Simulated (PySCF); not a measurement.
PySCF input (MN15/def2-TZVPD):

```python
from pyscf import gto, scf, dft

mol = gto.M(
    atom='''
    C     0.00819413    0.01326082   -1.13371283
    Cl   -0.00477402   -0.00772595    0.66051769
    H     0.01747178    1.04777215   -1.46340501
    H     0.89974992   -0.50396843   -1.47517859
    H    -0.88522815   -0.49202752   -1.48794019
    ''',
    basis='def2-tzvpd',
    charge=0,
    spin=0,
    verbose=4,
)

mf = dft.RKS(mol, xc='mn15').density_fit(auxbasis='def2-universal-jkfit')
mf.grids.level = 4
mf.conv_tol = 1e-9
mf.max_cycle = 100
mf.max_memory = 1500
mf.kernel()
if not mf.converged:
    mf = mf.newton()
    mf.kernel(mf.make_rdm1())
mf.analyze()
```

Output:

```
PySCF version 2.14.0

[INPUT] verbose = 4
[INPUT] num. atoms = 5
[INPUT] num. electrons = 26
[INPUT] charge = 0
[INPUT] spin (= nelec alpha-beta = 2S) = 0
[INPUT] symmetry False subgroup None
[INPUT] Mole.unit = angstrom
[INPUT] Symbol           X                Y                Z      unit          X                Y                Z       unit  Magmom
[INPUT]  1 C      0.008194130000   0.013260820000  -1.133712830000 AA    0.015484661529   0.025059317987  -2.142406752606 Bohr   0.0
[INPUT]  2 Cl    -0.004774020000  -0.007725950000   0.660517690000 AA   -0.009021590313  -0.014599929552   1.248197534530 Bohr   0.0
[INPUT]  3 H      0.017471780000   1.047772150000  -1.463405010000 AA    0.033016879109   1.980002404447  -2.765434678216 Bohr   0.0
[INPUT]  4 H      0.899749920000  -0.503968430000  -1.475178590000 AA    1.700280929399  -0.952362308127  -2.787683519922 Bohr   0.0
[INPUT]  5 H     -0.885228150000  -0.492027520000  -1.487940190000 AA   -1.672838761255  -0.929797258549  -2.811799448833 Bohr   0.0

nuclear repulsion = 51.1205397543401
number of shells = 44
number of NR pGTOs = 157
number of NR cGTOs = 110
basis = def2-tzvpd
ecp = {}

******** <class 'pyscf.df.df_jk.DFRKS'> ********
method = DFRKS
initial guess = minao
damping factor = 0
level_shift factor = 0
DIIS = <class 'pyscf.scf.diis.CDIIS'>
diis_start_cycle = 1
diis_space = 8
diis_damp = 0
SCF conv_tol = 1e-09
SCF conv_tol_grad = None
SCF max_cycles = 100
direct_scf = False
XC library pyscf.dft.libxc version 7.1.2
    S. Lehtola, C. Steigemann, M. J. T. Oliveira, and M. A. L. Marques,  SoftwareX 7, 1–5 (2018)
XC functionals = mn15
    H. S. Yu, X. He, S. L. Li, and D. G. Truhlar,  Chem. Sci. 7, 5032–5051 (2016)
    H. S. Yu, X. He, S. L. Li, and D. G. Truhlar,  Chem. Sci. 7, 5032–5051 (2016)
radial grids:
    Treutler-Ahlrichs [JCP 102, 346 (1995); DOI:10.1063/1.469408] (M4) radial grids

becke partition: Becke, JCP 88, 2547 (1988); DOI:10.1063/1.454033
pruning grids: <function nwchem_prune>
grids dens level: 4
symmetrized grids: False
atomic radii adjust function: <function treutler_atomic_radii_adjust>
small_rho_cutoff = 0
Set gradient conv threshold to 3.16228e-05
Initial guess from minao.
tot grids = 104424
******** <class 'pyscf.df.df.DF'> ********
auxbasis = def2-universal-jkfit
init E= -499.927320956029
  HOMO = -0.362576350715222  LUMO = -0.0302856940597138  gap/eV = 9.04209
cycle= 1 E= -499.969494658191  delta_E= -0.0422  |g|= 0.229  |ddm|= 1.58
  HOMO = -0.301580068444321  LUMO = 0.0377498432763197  gap/eV = 9.23364
cycle= 2 E= -499.973286752659  delta_E= -0.00379  |g|= 0.235  |ddm|= 0.625
  HOMO = -0.336949984246036  LUMO = 0.0396571953463986  gap/eV = 10.24800
cycle= 3 E= -499.985113593163  delta_E= -0.0118  |g|= 0.0282  |ddm|= 0.21
  HOMO = -0.343577909578025  LUMO = 0.0366923234041947  gap/eV = 10.34768
cycle= 4 E= -499.985266174485  delta_E= -0.000153  |g|= 0.0134  |ddm|= 0.0282
  HOMO = -0.341844627599713  LUMO = 0.0385515613037941  gap/eV = 10.35111
cycle= 5 E= -499.985305950047  delta_E= -3.98e-05  |g|= 0.00242  |ddm|= 0.0126
  HOMO = -0.341967708692179  LUMO = 0.0385250201567163  gap/eV = 10.35373
cycle= 6 E= -499.985307552921  delta_E= -1.6e-06  |g|= 0.000576  |ddm|= 0.00332
  HOMO = -0.341900418770541  LUMO = 0.0385628794884691  gap/eV = 10.35293
cycle= 7 E= -499.9853076414  delta_E= -8.85e-08  |g|= 0.000156  |ddm|= 0.000751
  HOMO = -0.341921562238076  LUMO = 0.0385589005195057  gap/eV = 10.35340
cycle= 8 E= -499.985307647872  delta_E= -6.47e-09  |g|= 1.53e-05  |ddm|= 0.000228
  HOMO = -0.341919849364539  LUMO = 0.0385596546632668  gap/eV = 10.35337
cycle= 9 E= -499.985307647998  delta_E= -1.26e-10  |g|= 1.58e-06  |ddm|= 4.85e-05
  HOMO = -0.34192041162537  LUMO = 0.0385594724588323  gap/eV = 10.35338
Extra cycle  E= -499.985307648  delta_E= -2.05e-12  |g|= 8.01e-07  |ddm|= 6.64e-06
converged SCF energy = -499.985307648
**** SCF Summaries ****
Total Energy =                        -499.985307648000344
Nuclear Repulsion Energy =              51.120539754340129
One-electron Energy =                 -790.279189780820502
Two-electron Energy =                  239.173342378479987
Two-electron Coulomb Energy =          273.827092500455251
DFT Exchange-Correlation Energy =      -34.653750121975257
HOMO-LUMO gap [eV] =                    10.353384998660072
**** MO energy ****
MO #1   energy= -100.335467572817  occ= 2
MO #2   energy= -10.1013048784955  occ= 2
MO #3   energy= -9.15804885545337  occ= 2
MO #4   energy= -7.18007570761683  occ= 2
MO #5   energy= -7.16564845381451  occ= 2
MO #6   energy= -7.16564841293388  occ= 2
MO #7   energy= -0.886304695618747 occ= 2
MO #8   energy= -0.71839642905994  occ= 2
MO #9   energy= -0.494862139941103 occ= 2
MO #10  energy= -0.494862091514265 occ= 2
MO #11  energy= -0.449407071672667 occ= 2
MO #12  energy= -0.341920485039323 occ= 2
MO #13  energy= -0.34192041162537  occ= 2
MO #14  energy= 0.0385594724588323 occ= 0
MO #15  energy= 0.059136843434377  occ= 0
MO #16  energy= 0.0911086715981532 occ= 0
MO #17  energy= 0.0911087114232754 occ= 0
MO #18  energy= 0.104658674772116  occ= 0
MO #19  energy= 0.138854128907175  occ= 0
MO #20  energy= 0.139472707963844  occ= 0
MO #21  energy= 0.139472754623285  occ= 0
MO #22  energy= 0.174729542522122  occ= 0
MO #23  energy= 0.174729587340607  occ= 0
MO #24  energy= 0.229171150585238  occ= 0
MO #25  energy= 0.233715229238613  occ= 0
MO #26  energy= 0.233715238893206  occ= 0
MO #27  energy= 0.273067801451783  occ= 0
MO #28  energy= 0.273067854684997  occ= 0
MO #29  energy= 0.278177956745183  occ= 0
MO #30  energy= 0.298444052071334  occ= 0
MO #31  energy= 0.29904109802085   occ= 0
MO #32  energy= 0.299041184519069  occ= 0
MO #33  energy= 0.34699163775995   occ= 0
MO #34  energy= 0.354123879814853  occ= 0
MO #35  energy= 0.354123888607313  occ= 0
MO #36  energy= 0.368483373919635  occ= 0
MO #37  energy= 0.408978966447248  occ= 0
MO #38  energy= 0.411008715008508  occ= 0
MO #39  energy= 0.411008846919301  occ= 0
MO #40  energy= 0.449438823155384  occ= 0
MO #41  energy= 0.449439013536051  occ= 0
MO #42  energy= 0.467573523096976  occ= 0
MO #43  energy= 0.517612818168119  occ= 0
MO #44  energy= 0.51761288944347   occ= 0
MO #45  energy= 0.580453349925854  occ= 0
MO #46  energy= 0.643207806479056  occ= 0
MO #47  energy= 0.643208008632968  occ= 0
MO #48  energy= 0.665230172400066  occ= 0
MO #49  energy= 0.665230748130614  occ= 0
MO #50  energy= 0.700352046830602  occ= 0
MO #51  energy= 0.735841982627902  occ= 0
MO #52  energy= 0.735842115208115  occ= 0
MO #53  energy= 0.738885441656634  occ= 0
MO #54  energy= 0.811721161061497  occ= 0
MO #55  energy= 0.811721448167507  occ= 0
MO #56  energy= 0.823512062101757  occ= 0
MO #57  energy= 0.940688181978791  occ= 0
MO #58  energy= 0.940688261779087  occ= 0
MO #59  energy= 1.08369464923015   occ= 0
MO #60  energy= 1.08369489885863   occ= 0
MO #61  energy= 1.13116107163003   occ= 0
MO #62  energy= 1.36576537875798   occ= 0
MO #63  energy= 1.60369004453464   occ= 0
MO #64  energy= 1.69479960459022   occ= 0
MO #65  energy= 1.69479993299199   occ= 0
MO #66  energy= 1.72251825715456   occ= 0
MO #67  energy= 1.78684750213322   occ= 0
MO #68  energy= 1.78684753259521   occ= 0
MO #69  energy= 1.7878573683738    occ= 0
MO #70  energy= 1.91184174359645   occ= 0
MO #71  energy= 1.94897123275295   occ= 0
MO #72  energy= 1.948971663881     occ= 0
MO #73  energy= 1.98421858642204   occ= 0
MO #74  energy= 1.98421907666788   occ= 0
MO #75  energy= 2.05089608179105   occ= 0
MO #76  energy= 2.05089679948399   occ= 0
MO #77  energy= 2.06088086866113   occ= 0
MO #78  energy= 2.09331182443233   occ= 0
MO #79  energy= 2.1096062040186    occ= 0
MO #80  energy= 2.26733917538393   occ= 0
MO #81  energy= 2.27458508203982   occ= 0
MO #82  energy= 2.27458549341642   occ= 0
MO #83  energy= 2.38713752565706   occ= 0
MO #84  energy= 2.39433428019001   occ= 0
MO #85  energy= 2.39433457022992   occ= 0
MO #86  energy= 2.41232738226459   occ= 0
MO #87  energy= 2.41232842297317   occ= 0
MO #88  energy= 2.60967527432575   occ= 0
MO #89  energy= 2.60967588755263   occ= 0
MO #90  energy= 2.75359853955801   occ= 0
MO #91  energy= 2.75359880873158   occ= 0
MO #92  energy= 2.76119102632904   occ= 0
MO #93  energy= 3.01889495925642   occ= 0
MO #94  energy= 3.0188951060015    occ= 0
MO #95  energy= 3.06783806412944   occ= 0
MO #96  energy= 3.28044759655712   occ= 0
MO #97  energy= 3.31813113022281   occ= 0
MO #98  energy= 3.31813133838551   occ= 0
MO #99  energy= 3.48824677129531   occ= 0
MO #100 energy= 3.55009324526212   occ= 0
MO #101 energy= 3.5500935129118    occ= 0
MO #102 energy= 4.02688601625064   occ= 0
MO #103 energy= 4.16151764501919   occ= 0
MO #104 energy= 4.1615190233438    occ= 0
MO #105 energy= 4.41072763453801   occ= 0
MO #106 energy= 10.4968232541023   occ= 0
MO #107 energy= 10.4968243300817   occ= 0
MO #108 energy= 10.8545199728213   occ= 0
MO #109 energy= 21.3592888730649   occ= 0
MO #110 energy= 25.2496807008419   occ= 0
 ** Mulliken pop on meta-lowdin orthogonal AOs  **
 ** Mulliken pop  **
pop of  0 C 1s            1.99976
pop of  0 C 2s            1.04804
pop of  0 C 3s            0.00285
pop of  0 C 4s            0.00157
pop of  0 C 5s            0.00004
pop of  0 C 6s            0.00013
pop of  0 C 2px           1.17217
pop of  0 C 2py           1.17215
pop of  0 C 2pz           0.86055
pop of  0 C 3px           0.00217
pop of  0 C 3py           0.00217
pop of  0 C 3pz           0.00217
pop of  0 C 4px           0.00025
pop of  0 C 4py           0.00025
pop of  0 C 4pz           0.00025
pop of  0 C 3dxy          0.00116
pop of  0 C 3dyz          0.00189
pop of  0 C 3dz^2         0.00283
pop of  0 C 3dxz          0.00191
pop of  0 C 3dx2-y2       0.00118
pop of  0 C 4dxy          0.00021
pop of  0 C 4dyz          0.00010
pop of  0 C 4dz^2         0.00013
pop of  0 C 4dxz          0.00010
pop of  0 C 4dx2-y2       0.00022
pop of  0 C 5dxy          0.00009
pop of  0 C 5dyz          0.00006
pop of  0 C 5dz^2         0.00019
pop of  0 C 5dxz          0.00006
pop of  0 C 5dx2-y2       0.00008
pop of  0 C 4f-3          0.00105
pop of  0 C 4f-2          0.00004
pop of  0 C 4f-1          0.00003
pop of  0 C 4f+0          0.00135
pop of  0 C 4f+1          0.00003
pop of  0 C 4f+2          0.00004
pop of  0 C 4f+3          0.00000
pop of  1 Cl 1s           1.99995
pop of  1 Cl 2s           1.99867
pop of  1 Cl 3s           1.86791
pop of  1 Cl 4s           0.00282
pop of  1 Cl 5s           0.00080
pop of  1 Cl 6s           0.00032
pop of  1 Cl 2px          1.99985
pop of  1 Cl 2py          1.99985
pop of  1 Cl 2pz          1.99981
pop of  1 Cl 3px          1.98259
pop of  1 Cl 3py          1.98252
pop of  1 Cl 3pz          1.26712
pop of  1 Cl 4px          0.00204
pop of  1 Cl 4py          0.00204
pop of  1 Cl 4pz          0.00406
pop of  1 Cl 5px          0.00007
pop of  1 Cl 5py          0.00007
pop of  1 Cl 5pz          0.00047
pop of  1 Cl 6px          0.00041
pop of  1 Cl 6py          0.00041
pop of  1 Cl 6pz          0.00022
pop of  1 Cl 7px          0.00009
pop of  1 Cl 7py          0.00009
pop of  1 Cl 7pz          0.00020
pop of  1 Cl 3dxy         0.00003
pop of  1 Cl 3dyz         0.00188
pop of  1 Cl 3dz^2        0.00984
pop of  1 Cl 3dxz         0.00188
pop of  1 Cl 3dx2-y2      0.00003
pop of  1 Cl 4dxy         0.00001
pop of  1 Cl 4dyz         0.00034
pop of  1 Cl 4dz^2        0.00006
pop of  1 Cl 4dxz         0.00034
pop of  1 Cl 4dx2-y2      0.00000
pop of  1 Cl 5dxy         0.00000
pop of  1 Cl 5dyz         0.00010
pop of  1 Cl 5dz^2        0.00029
pop of  1 Cl 5dxz         0.00010
pop of  1 Cl 5dx2-y2      0.00000
pop of  1 Cl 4f-3         0.00000
pop of  1 Cl 4f-2         0.00000
pop of  1 Cl 4f-1         0.00022
pop of  1 Cl 4f+0         0.00056
pop of  1 Cl 4f+1         0.00022
pop of  1 Cl 4f+2         0.00000
pop of  1 Cl 4f+3         0.00000
pop of  2 H 1s            0.85427
pop of  2 H 2s            0.00414
pop of  2 H 3s            0.00316
pop of  2 H 2px           0.00021
pop of  2 H 2py           0.00112
pop of  2 H 2pz           0.00042
pop of  2 H 3px           0.00066
pop of  2 H 3py           0.00028
pop of  2 H 3pz           0.00056
pop of  3 H 1s            0.85427
pop of  3 H 2s            0.00414
pop of  3 H 3s            0.00316
pop of  3 H 2px           0.00088
pop of  3 H 2py           0.00044
pop of  3 H 2pz           0.00043
pop of  3 H 3px           0.00038
pop of  3 H 3py           0.00057
pop of  3 H 3pz           0.00056
pop of  4 H 1s            0.85427
pop of  4 H 2s            0.00414
pop of  4 H 3s            0.00316
pop of  4 H 2px           0.00089
pop of  4 H 2py           0.00043
pop of  4 H 2pz           0.00043
pop of  4 H 3px           0.00038
pop of  4 H 3py           0.00057
pop of  4 H 3pz           0.00055
 ** Mulliken atomic charges  **
charge of    0C =     -0.27725
charge of    1Cl =     -0.12829
charge of    2H =      0.13518
charge of    3H =      0.13518
charge of    4H =      0.13518
Dipole moment(X, Y, Z, Debye):  0.01449,  0.02345, -2.00520
```
